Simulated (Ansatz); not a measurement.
A calculation with Ansatz (development build ahead of 0.2.0).

```yaml
crystal:
  periodic: [false, false, false]
  atoms:
    - { symbol: C, position_ang: [0.0, 0.0, -0.59305] }
    - { symbol: O, position_ang: [0.0, 0.0, 0.44479] }
basis:
  gaussian: { orbitals: def2-TZVP }
hamiltonian:
  xc: hf
```

The input is written out in the form of the current development build from the run's settings.

Results

```yaml
Converged: yes
Total_energy: -112.77367 hartree
Spin_squared_of_the_determinant: 0.000
```

Caution: no unrestricted run beside it, a lower state can exist.
